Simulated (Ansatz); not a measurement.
# B2H2 (triplet): one geometry, many settings at distance B1–H3 = 1.092 Å

Aim: run B2H2 (triplet) at one geometry under a spread of methods and options, and see what each costs and gives.

Method: the settings change from run to run; program: Ansatz 0.2.0, Gaussian basis.

20 further runs of the same task are left out: 2 for a mislabelled method, 12 that didn't finish, 6 set aside as unsound or not needed.

### Step 1. The system

The geometry derives from a PBE0/def2-TZVP stationary point (not a proven minimum). One bond is set to the value named and the two fragments are kept rigid.

4 atoms, charge 0, spin multiplicity 3.

Atoms are counted from 1 here; the program's logs count them from 0.

Bond lengths: B1–B2 1.585 Å, B1–H3 1.092 Å, B1–H4 1.197 Å. Angles: B2–B1–H3 118.9°, B2–B1–H4 118.9°, H3–B1–H4 122.2°.

### Step 2. MP2 on UHF/STO-3G

File in.yaml:

```yaml
crystal:
  periodic: [false, false, false]
  atoms:
    - {symbol: B, position_ang: [0.000000, 0.003916, 0.677789]}
    - {symbol: B, position_ang: [0.000000, 0.003916, -0.907293]}
    - {symbol: H, position_ang: [0.000000, 0.959958, 1.205469]}
    - {symbol: H, position_ang: [0.000000, -1.043952, 1.256151]}
basis:
  gaussian: {orbitals: STO-3G}
magnetization: {spin_polarized: true, initial_magnetization: 2}
correlation: {method: mp2, electrons: outside_noble_gas}
accuracy: high
output: {forces: true}
```

The run is started by

```sh
ansatz run in.yaml --threads 1 --pin off --events-out ev --progress --plain --max-ram 2393MiB
```

The log of the run:

```text
Functional definition: HF
  name "HF"
  cite "Fock, Z. Phys. 61, 126 (1930) doi:10.1007/BF01340294"
  parent pbe
  exchange = exact_x
  correlation = 0
188 factors; integrals over basis functions are off by at most 2.7e-8 eV
mean field evaluation 1: about -1351.2054 eV, gradient 9.7e0 eV
mean field evaluation 2: about -1351.2194 eV, gradient 9.6e0 eV
mean field evaluation 4: about -1352.6799 eV, gradient 2.2e0 eV
mean field evaluation 8: about -1352.9906 eV, gradient 1.9e-3 eV
mean field evaluation 16: about -1352.9889 eV, gradient 1.5e-8 eV
mean field -1352.98885109 eV, -49.7214231886 hartree, gradient 1.5e-8 eV, S^2 2.001206; 0 other end points of the search recorded, 0 dependent functions left out
2 core orbitals not correlated: weight in the atoms' cores, before any rotation towards them, 1.000 or more for the frozen orbitals, at most 0.000 for the correlated occupied ones
reference -1352.98885109 eV, -49.7214231886 hartree; 5, 3 occupied and 5, 7 virtual orbitals, 188 factors
second order -1.30407698 eV of doubles, -0.00000000 eV of singles
the calculation of the forces begins
Total energy: -1354.29292806 eV, -49.7693471336 hartree
Atom 0 at     0.000000     0.003916     0.677789 Å, force     0.000000    -3.345550    -2.084724 eV/Å
Atom 1 at     0.000000     0.003916    -0.907293 Å, force    -0.000000    -0.054854     0.647276 eV/Å
Atom 2 at     0.000000     0.959958     1.205469 Å, force     0.000000     2.672391     1.708872 eV/Å
Atom 3 at     0.000000    -1.043952     1.256151 Å, force    -0.000000     0.728013    -0.271424 eV/Å
Dipole moment:    -0.000000     0.004198    -0.311910 e Å
```

It took 0.12 s on 1 thread of Intel Xeon 6975P-C, shared host.

From the report: ⟨S²⟩ of the determinant 2.001 (pure triplet: 2.00).

### Step 3. BCCD on ROHF/6-31G

in.yaml: that of step 2 with these lines changed.

```diff
@@ -8,6 +8,5 @@
 basis:
-  gaussian: {orbitals: STO-3G}
-magnetization: {spin_polarized: true, initial_magnetization: 2}
-correlation: {method: mp2, electrons: outside_noble_gas}
-accuracy: high
+  gaussian: {orbitals: 6-31G}
+magnetization: {spin_polarized: false, initial_magnetization: 2}
+correlation: {method: bccd, electrons: outside_noble_gas, diis_vectors: 1}
 output: {forces: true}
```

The command is unchanged.

The log of the run (excerpt; [...] marks lines left out):

```text
Functional definition: HF
  name "HF"
  cite "Fock, Z. Phys. 61, 126 (1930) doi:10.1007/BF01340294"
  parent pbe
[...]
316 factors; integrals over basis functions are off by at most 2.6e-4 eV
[...]
mean field -1370.51960355 eV, -50.3656664588 hartree, gradient 3.0e-6 eV, S^2 2.000000; 4 other end points of the search recorded, 0 dependent functions left out
[...]
determinant -1370.51960355 eV, -50.3656664588 hartree, with singles and doubles -1373.20163924 eV, -50.4642294526 hartree
determinant -1369.02836919 eV, -50.3108646069 hartree, with singles and doubles -1371.36178996 eV, -50.3966162388 hartree
determinant -1367.07390104 eV, -50.2390392271 hartree, with singles and doubles -1370.20118021 eV, -50.3539646169 hartree
2 core orbitals not correlated: weight in the atoms' cores, before any rotation towards them, 1.000 or more for the frozen orbitals, at most 0.000 for the correlated occupied ones
reference -1370.51960355 eV, -50.3656664588 hartree; 5, 3 occupied and 15, 17 virtual orbitals, 316 factors
second order -1.98316001 eV of doubles, -0.00930895 eV of singles
cycle   1  -2.68366830 eV  change   -1.6e-3 eV  update   7.4e-3
[...]
cycle  14  -2.68061967 eV  change   -3.8e-7 eV  update   6.6e-7
[...]
Total energy: -1373.20022322 eV, -50.4641774148 hartree
Atom 0 at     0.000000     0.003916     0.677789 Å, force     0.000000    -2.828778    -0.999986 eV/Å
Atom 1 at     0.000000     0.003916    -0.907293 Å, force    -0.000000    -0.061016    -0.931354 eV/Å
Atom 2 at     0.000000     0.959958     1.205469 Å, force     0.000000     3.083404     1.814242 eV/Å
Atom 3 at     0.000000    -1.043952     1.256151 Å, force    -0.000000    -0.193610     0.117097 eV/Å
Dipole moment:    -0.000000     0.017137    -0.148757 e Å
```

It took 0.72 s on 1 thread of Intel Xeon 6975P-C, shared host.

From the report: correlation -2.6806 eV; largest double amplitude 0.07.

### Step 4. MP2 on ROHF/6-31G

in.yaml: that of step 3 with these lines changed.

```diff
@@ -10,3 +10,3 @@
 magnetization: {spin_polarized: false, initial_magnetization: 2}
-correlation: {method: bccd, electrons: outside_noble_gas, diis_vectors: 1}
-output: {forces: true}
+correlation: {method: mp2, electrons: all}
+scf: {lower_state_search: off}
```

Launched as before.

The log of the run:

```text
Functional definition: HF
  name "HF"
  cite "Fock, Z. Phys. 61, 126 (1930) doi:10.1007/BF01340294"
  parent pbe
  exchange = exact_x
  correlation = 0
these checks for a lower state are left out or cut short: stability, starts, cluster_reference, orbital_swaps, neighbouring_geometries, increment
316 factors; integrals over basis functions are off by at most 2.6e-4 eV
mean field evaluation 1: about -1368.8853 eV, gradient 1.2e1 eV
mean field evaluation 2: about -1368.8868 eV, gradient 1.2e1 eV
mean field evaluation 4: about -1370.3169 eV, gradient 2.3e0 eV
mean field evaluation 8: about -1370.5194 eV, gradient 1.5e-1 eV
mean field -1370.51960355 eV, -50.3656664588 hartree, gradient 3.0e-6 eV, S^2 2.000000; 0 other end points of the search recorded, 0 dependent functions left out
reference -1370.51960355 eV, -50.3656664588 hartree; 7, 5 occupied and 15, 17 virtual orbitals, 316 factors
second order -2.04810546 eV of doubles, -0.00951364 eV of singles
Total energy: -1372.57722265 eV, -50.4412825661 hartree
Checks for a lower state left out: stability, starts, cluster_reference, orbital_swaps, neighbouring_geometries, increment
```

Run time: 0.12 s. Hardware: 1 thread of Intel Xeon 6975P-C, shared host.

### Step 5. CCSDT(Q) on ROHF/6-31G

in.yaml: that of step 4 with these lines changed.

```diff
@@ -10,3 +10,3 @@
 magnetization: {spin_polarized: false, initial_magnetization: 2}
-correlation: {method: mp2, electrons: all}
-scf: {lower_state_search: off}
+correlation: {method: ccsdt_q, electrons: valence}
+accuracy: high
```

The command is unchanged.

The log of the run (excerpt; [...] marks lines left out):

```text
Functional definition: HF
  name "HF"
  cite "Fock, Z. Phys. 61, 126 (1930) doi:10.1007/BF01340294"
  parent pbe
[...]
535 factors; integrals over basis functions are off by at most 3.2e-9 eV
[...]
mean field -1370.51963986 eV, -50.3656677932 hartree, gradient 2.4e-8 eV, S^2 2.000000; 2 other end points of the search recorded, 0 dependent functions left out
[...]
determinant -1370.51963986 eV, -50.3656677932 hartree, with singles and doubles -1373.20168279 eV, -50.4642310529 hartree
determinant -1369.02837474 eV, -50.3108648110 hartree, with singles and doubles -1371.36180411 eV, -50.3966167587 hartree
determinant -1367.07393792 eV, -50.2390405827 hartree, with singles and doubles -1370.20121741 eV, -50.3539659841 hartree
2 core orbitals not correlated: weight in the atoms' cores, before any rotation towards them, 1.000 or more for the frozen orbitals, at most 0.000 for the correlated occupied ones
reference -1370.51963986 eV, -50.3656677932 hartree; 5, 3 occupied and 15, 17 virtual orbitals, 535 factors
second order -1.98318559 eV of doubles, -0.00930933 eV of singles
cycle   1  -2.40874212 eV  change   -4.2e-1 eV  update   6.4e-2
[...]
cycle  28  -2.77542485 eV  change  -2.1e-11 eV  update  5.9e-10
perturbative correction -0.00259950 eV, -0.0000955298 hartree
Total energy: -1373.29766421 eV, -50.4677583052 hartree
```

Run time: 3 s. Hardware: 1 thread of Intel Xeon 6975P-C, shared host.

From the report: correlation -2.7780 eV; T1 0.035; largest double amplitude 0.08.

### Step 6. MP2 on UHF/6-31G*

in.yaml: that of step 5 with these lines changed.

```diff
@@ -8,5 +8,5 @@
 basis:
-  gaussian: {orbitals: 6-31G}
-magnetization: {spin_polarized: false, initial_magnetization: 2}
-correlation: {method: ccsdt_q, electrons: valence}
-accuracy: high
+  gaussian: {orbitals: "6-31G*"}
+magnetization: {spin_polarized: true, initial_magnetization: 2}
+correlation: {method: mp2, electrons: outside_noble_gas}
+output: {forces: true}
```

Same command.

The log of the run (excerpt; [...] marks lines left out):

```text
Functional definition: HF
  name "HF"
  cite "Fock, Z. Phys. 61, 126 (1930) doi:10.1007/BF01340294"
  parent pbe
[...]
344 factors; integrals over basis functions are off by at most 1.7e-3 eV
[...]
mean field -1370.90562679 eV, -50.3798525515 hartree, gradient 8.1e-6 eV, S^2 2.003161; 0 other end points of the search recorded, 0 dependent functions left out
2 core orbitals not correlated: weight in the atoms' cores, before any rotation towards them, 1.000 or more for the frozen orbitals, at most 0.000 for the correlated occupied ones
reference -1370.90562679 eV, -50.3798525515 hartree; 5, 3 occupied and 27, 29 virtual orbitals, 344 factors
second order -2.99533513 eV of doubles, -0.00000000 eV of singles
[...]
Total energy: -1373.90096192 eV, -50.4899290871 hartree
Atom 0 at     0.000000     0.003916     0.677789 Å, force    -0.000000    -2.880911    -1.319400 eV/Å
Atom 1 at     0.000000     0.003916    -0.907293 Å, force     0.000000    -0.054976    -0.295090 eV/Å
Atom 2 at     0.000000     0.959958     1.205469 Å, force    -0.000000     2.889571     1.661985 eV/Å
Atom 3 at     0.000000    -1.043952     1.256151 Å, force     0.000000     0.046316    -0.047496 eV/Å
Dipole moment:    -0.000000     0.015414    -0.140023 e Å
```

Wall time 0.21 s (1 thread of Intel Xeon 6975P-C, shared host).

From the report: ⟨S²⟩ of the determinant 2.003 (pure triplet: 2.00).

### Step 7. CCSD(T) on ROHF/6-31++G**

in.yaml: that of step 6 with these lines changed.

```diff
@@ -8,5 +8,5 @@
 basis:
-  gaussian: {orbitals: "6-31G*"}
-magnetization: {spin_polarized: true, initial_magnetization: 2}
-correlation: {method: mp2, electrons: outside_noble_gas}
+  gaussian: {orbitals: "6-31++G**"}
+magnetization: {spin_polarized: false, initial_magnetization: 2}
+correlation: {method: ccsd_t, electrons: outside_noble_gas}
 output: {forces: true}
```

The command is unchanged.

The log of the run (excerpt; [...] marks lines left out):

```text
Functional definition: HF
  name "HF"
  cite "Fock, Z. Phys. 61, 126 (1930) doi:10.1007/BF01340294"
  parent pbe
[...]
443 factors; integrals over basis functions are off by at most 1.6e-3 eV
[...]
mean field -1370.99801724 eV, -50.3832478378 hartree, gradient 3.4e-6 eV, S^2 2.000000; 2 other end points of the search recorded, 0 dependent functions left out
[...]
determinant -1370.99801724 eV, -50.3832478378 hartree, with singles and doubles -1375.19723667 eV, -50.5375663056 hartree
determinant -1369.55412159 eV, -50.3301856512 hartree, with singles and doubles -1373.48057068 eV, -50.4744799938 hartree
determinant -1367.61359139 eV, -50.2588724819 hartree, with singles and doubles -1372.29616475 eV, -50.4309538789 hartree
2 core orbitals not correlated: weight in the atoms' cores, before any rotation towards them, 1.000 or more for the frozen orbitals, at most 0.000 for the correlated occupied ones
reference -1370.99801724 eV, -50.3832478378 hartree; 5, 3 occupied and 43, 45 virtual orbitals, 443 factors
second order -3.37482868 eV of doubles, -0.02718769 eV of singles
cycle   1  -4.17740061 eV  change   -2.4e-1 eV  update   2.4e-2
[...]
cycle  11  -4.21213493 eV  change   -2.7e-8 eV  update   1.6e-6
perturbative correction -0.12846878 eV, -0.0047211405 hartree
[...]
Total energy: -1375.33862095 eV, -50.5427620820 hartree
Atom 0 at     0.000000     0.003916     0.677789 Å, force     0.000000    -2.781022    -0.856931 eV/Å
Atom 1 at     0.000000     0.003916    -0.907293 Å, force     0.000000    -0.056679    -0.568253 eV/Å
Atom 2 at     0.000000     0.959958     1.205469 Å, force    -0.000000     2.760435     1.539270 eV/Å
Atom 3 at     0.000000    -1.043952     1.256151 Å, force    -0.000000     0.077266    -0.114086 eV/Å
Dipole moment:    -0.000000     0.016328    -0.112421 e Å
```

Run time: 3.6 s. Hardware: 1 thread of Intel Xeon 6975P-C, shared host.

From the report: correlation -4.3406 eV; T1 0.034; largest double amplitude 0.03.

### Step 8. BCCD(T) on ROHF/6-31G

in.yaml: that of step 7 with these lines changed.

```diff
@@ -8,5 +8,6 @@
 basis:
-  gaussian: {orbitals: "6-31++G**"}
+  gaussian: {orbitals: 6-31G}
 magnetization: {spin_polarized: false, initial_magnetization: 2}
-correlation: {method: ccsd_t, electrons: outside_noble_gas}
+correlation: {method: bccd_t, electrons: outside_noble_gas}
+accuracy: high
 output: {forces: true}
```

Same command.

The log of the run (excerpt; [...] marks lines left out):

```text
Functional definition: HF
  name "HF"
  cite "Fock, Z. Phys. 61, 126 (1930) doi:10.1007/BF01340294"
  parent pbe
[...]
535 factors; integrals over basis functions are off by at most 3.2e-9 eV
[...]
mean field -1370.51963986 eV, -50.3656677932 hartree, gradient 2.4e-8 eV, S^2 2.000000; 2 other end points of the search recorded, 0 dependent functions left out
[...]
determinant -1370.51963986 eV, -50.3656677932 hartree, with singles and doubles -1373.20168279 eV, -50.4642310529 hartree
determinant -1369.02837474 eV, -50.3108648110 hartree, with singles and doubles -1371.36180411 eV, -50.3966167587 hartree
determinant -1367.07393792 eV, -50.2390405827 hartree, with singles and doubles -1370.20121741 eV, -50.3539659841 hartree
2 core orbitals not correlated: weight in the atoms' cores, before any rotation towards them, 1.000 or more for the frozen orbitals, at most 0.000 for the correlated occupied ones
reference -1370.51963986 eV, -50.3656677932 hartree; 5, 3 occupied and 15, 17 virtual orbitals, 535 factors
second order -1.98318559 eV of doubles, -0.00930933 eV of singles
cycle   1  -2.68367521 eV  change   -1.6e-3 eV  update   7.4e-3
[...]
cycle  23  -2.68062684 eV  change  -1.2e-10 eV  update  4.8e-10
perturbative correction -0.07201706 eV, -0.0026465783 hartree
[...]
Total energy: -1373.27228376 eV, -50.4668255908 hartree
Atom 0 at     0.000000     0.003916     0.677789 Å, force    -0.000000    -2.823159    -0.996075 eV/Å
Atom 1 at     0.000000     0.003916    -0.907293 Å, force     0.000000    -0.061903    -0.954204 eV/Å
Atom 2 at     0.000000     0.959958     1.205469 Å, force     0.000000     3.105924     1.822912 eV/Å
Atom 3 at     0.000000    -1.043952     1.256151 Å, force     0.000000    -0.220862     0.127367 eV/Å
Dipole moment:    -0.000000     0.016761    -0.144859 e Å
```

Wall time 1.4 s (1 thread of Intel Xeon 6975P-C, shared host).

From the report: correlation -2.7526 eV; largest double amplitude 0.07.

### Step 9. MRCISD+Q(relaxed)(2,8)/6-31G

in.yaml: that of step 8 with these lines changed.

```diff
@@ -10,4 +10,2 @@
 magnetization: {spin_polarized: false, initial_magnetization: 2}
-correlation: {method: bccd_t, electrons: outside_noble_gas}
-accuracy: high
-output: {forces: true}
+correlation: {method: fic_mrcisd_q_relaxed, electrons: outside_noble_gas, active_space: {window: {electrons: 2, orbitals: 8}}}
```

Launched as before.

The log of the run (excerpt; [...] marks lines left out):

```text
Functional definition: HF
  name "HF"
  cite "Fock, Z. Phys. 61, 126 (1930) doi:10.1007/BF01340294"
  parent pbe
[...]
316 factors; integrals over basis functions are off by at most 2.6e-4 eV
[...]
mean field -1370.51960355 eV, -50.3656664588 hartree, gradient 3.0e-6 eV, S^2 2.000000; 2 other end points of the search recorded, 0 dependent functions left out
reference -1370.51960355 eV, -50.3656664588 hartree; 7, 5 occupied and 15, 17 virtual orbitals, 316 factors
state -1370.62229208 eV, -50.3694401927 hartree
contracted CI cycle   1: correlation 0.00000000 eV, 0.0000000000 hartree, residual 1.10e1 eV
contracted CI cycle   2: correlation -2.32284829 eV, -0.0853631001 hartree, residual 2.19e0 eV
contracted CI cycle   3: correlation -2.45362895 eV, -0.0901692008 hartree, residual 8.01e-1 eV
contracted CI cycle   4: correlation -2.47334671 eV, -0.0908938151 hartree, residual 3.14e-1 eV
contracted CI cycle   5: correlation -2.47645221 eV, -0.0910079401 hartree, residual 1.51e-1 eV
contracted CI cycle   6: correlation -2.47701741 eV, -0.0910287109 hartree, residual 5.40e-2 eV
contracted CI cycle   7: correlation -2.47708532 eV, -0.0910312066 hartree, residual 1.52e-2 eV
contracted CI cycle   8: correlation -2.47709127 eV, -0.0910314250 hartree, residual 5.38e-3 eV
contracted CI cycle   9: correlation -2.47709202 eV, -0.0910314527 hartree, residual 1.85e-3 eV
contracted CI cycle  10: correlation -2.47709210 eV, -0.0910314558 hartree, residual 6.54e-4 eV
state -1370.62229208 eV, -50.3694401927 hartree; corrected -1373.27203318 eV, -50.4668163822 hartree
WARN: 2 active orbitals are nearly empty or full. The corrections depend on them more than the energy does, and are more stable in an active space without them
Total energy: -1373.27203318 eV, -50.4668163822 hartree
```

It took 2.3 s on 1 thread of Intel Xeon 6975P-C, shared host.

From the report: 30 determinants; active occupations 1.00, 1.00, 0.00, 0.00, 0.00, 0.00, 0.00, 0.00. The report marks this result as in doubt.

### Step 10. CCSDT on UHF/6-31G

File in.yaml:

```yaml
crystal:
  periodic: [false, false, false]
  atoms:
    - {symbol: B, position_ang: [0.000000, 0.003916, 0.677789]}
    - {symbol: B, position_ang: [0.000000, 0.003916, -0.907293]}
    - {symbol: H, position_ang: [0.000000, 0.959958, 1.205469]}
    - {symbol: H, position_ang: [0.000000, -1.043952, 1.256151]}
basis:
  gaussian: {orbitals: 6-31G}
magnetization: {spin_polarized: true, initial_magnetization: 2}
correlation: {method: ccsdt, electrons: outside_noble_gas, diis_vectors: 4}
accuracy: high
scf: {lower_state_search: off}
```

Launched as before.

The log of the run (excerpt; [...] marks lines left out):

```text
Functional definition: HF
  name "HF"
  cite "Fock, Z. Phys. 61, 126 (1930) doi:10.1007/BF01340294"
  parent pbe
[...]
535 factors; integrals over basis functions are off by at most 3.2e-9 eV
[...]
mean field -1370.53575726 eV, -50.3662600968 hartree, gradient 3.3e-8 eV, S^2 2.002421; 0 other end points of the search recorded, 0 dependent functions left out
2 core orbitals not correlated: weight in the atoms' cores, before any rotation towards them, 1.000 or more for the frozen orbitals, at most 0.000 for the correlated occupied ones
reference -1370.53575726 eV, -50.3662600968 hartree; 5, 3 occupied and 15, 17 virtual orbitals, 535 factors
second order -1.98653127 eV of doubles, -0.00000000 eV of singles
cycle   1  -2.40070122 eV  change   -4.1e-1 eV  update   6.3e-2
[...]
cycle  34  -2.75960310 eV  change  -5.3e-10 eV  update  3.8e-10
Total energy: -1373.29536036 eV, -50.4676736402 hartree
Checks for a lower state left out: stability, starts, cluster_reference, orbital_swaps, neighbouring_geometries, increment
```

It took 2.2 s on 1 thread of Intel Xeon 6975P-C, shared host.

From the report: ⟨S²⟩ of the determinant 2.002 (pure triplet: 2.00); correlation -2.7596 eV; T1 0.033; largest double amplitude 0.08.

### Step 11. All runs side by side

Where basis and cores are those of an earlier FCI/6-31G run (-1373.2984 eV), and the state is the same kind, the miss against it is given. † marks a result that the program doubts.

```tsv
level	correlated	functions	energy (eV)	from FCI (meV)	time
MP2 on UHF/STO-3G	outside noble gas	12	-1354.2929		0.12 s
BCCD on ROHF/6-31G	outside noble gas	22	-1373.2002	98.2	0.72 s
MP2 on ROHF/6-31G	all	22	-1372.5772		0.12 s
CCSDT(Q) on ROHF/6-31G	valence	22	-1373.2977	0.8	3 s
MP2 on UHF/6-31G*	outside noble gas	34	-1373.9010		0.21 s
CCSD(T) on ROHF/6-31++G**	outside noble gas	50	-1375.3386		3.6 s
BCCD(T) on ROHF/6-31G	outside noble gas	22	-1373.2723	26.2	1.4 s
MRCISD+Q(relaxed)(2,8)/6-31G †	outside noble gas	22	-1373.2720	26.4	2.3 s
CCSDT on UHF/6-31G	outside noble gas	22	-1373.2954	3.1	2.2 s
```

### Step 12. What came out

```
quantity                             value
    runs                                 9
quickest         MP2 on UHF/STO-3G, 0.12 s
 slowest  CCSD(T) on ROHF/6-31++G**, 3.6 s
```

What this shows: Total energies in different bases, with other cores or another treatment of relativity can't be set against each other. CCSD(T) on ROHF/6-31++G** took 30 times as long as MP2 on UHF/STO-3G; the jobs differ in more than the method. Among the correlated runs with a miss given, it spans +1 to +98 meV.
